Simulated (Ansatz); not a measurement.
The input, for Ansatz 0.2.0:

```yaml
crystal:
  periodic: [false, false, false]
  atoms:
    - {symbol: C, position_ang: [-0.000013, -0.112235, 1.169354]}
    - {symbol: Ga, position_ang: [0.000036, -0.049143, -0.680230]}
    - {symbol: S, position_ang: [0.000004, -0.048882, -2.689439]}
    - {symbol: H, position_ang: [-0.000028, 0.210260, 2.200316]}
basis:
  gaussian: {orbitals: cc-pVDZ}
magnetization: {spin_polarized: false}
correlation: {method: ccsd, electrons: valence}
```

```sh
$ ansatz run in.yaml --threads 1 --pin off --events-out ev --progress --plain --max-ram 2393MiB
```

Task: Roughly how long does this take on 1 thread of Arm Neoverse V1, shared host, and how much host memory?

Result: 8.5 s wall and 0.22 GiB.

```
693 factors; integrals over basis functions are off by at most 5.9e-4 eV
mean field evaluation 1: about -64191.4231 eV, gradient 2.1e1 eV
mean field evaluation 2: about -64191.4443 eV, gradient 2.1e1 eV
mean field evaluation 4: about -64193.3614 eV, gradient 2.4e0 eV
mean field evaluation 8: about -64193.4028 eV, gradient 1.7e-1 eV
mean field evaluation 16: about -64192.6365 eV, gradient 1.4e1 eV
mean field evaluation 32: about -64193.4025 eV, gradient 3.9e-2 eV
mean field evaluation 64: about -64193.2187 eV, gradient 8.1e-1 eV
mean field evaluation 96: about -64192.6885 eV, gradient 4.8e0 eV
mean field evaluation 128: about -64182.0714 eV, gradient 4.6e-1 eV
mean field evaluation 160: about -64193.4031 eV, gradient 9.5e-2 eV
mean field -64193.40313614 eV, -2359.0640534017 hartree, gradient 1.6e-6 eV, S^2 0.000000; 6 other end points of the search recorded, 0 dependent functions left out; unrestricted orbitals would lower it
determinant -64193.40313614 eV, -2359.0640534017 hartree, with singles and doubles -64202.54697494 eV, -2359.4000832797 hartree
determinant -64193.19008893 eV, -2359.0562240610 hartree, with singles and doubles -64202.34681456 eV, -2359.3927275215 hartree
determinant -64193.40313614 eV, -2359.0640534017 hartree, with singles and doubles -64202.58351344 eV, -2359.4014260450 hartree
determinant -64193.19008893 eV, -2359.0562240610 hartree, with singles and doubles -64202.39511680 eV, -2359.3945025961 hartree
unrestricted determinant -64194.76443828 eV, -2359.1140803328 hartree, S^2 1.0123
15 core orbitals not correlated: weight in the atoms' cores, before any rotation towards them, 1.000 or more for the frozen orbitals, at most 0.000 for the correlated occupied ones
reference -64193.40313614 eV, -2359.0640534017 hartree; 12, 12 occupied and 37, 37 virtual orbitals, 693 factors
second order -8.12453360 eV of doubles, -0.00000000 eV of singles
cycle   1  -9.18037401 eV  change    3.3e-6 eV  update   2.7e-6
WARN: the results are in doubt because among natural orbitals full CI differs from the method by -0.113 eV
Total energy: -64202.58351015 eV, -2359.4014259238 hartree
In doubt: among natural orbitals full CI differs from the method by -0.113 eV
```

The T1 diagnostic is 0.035.
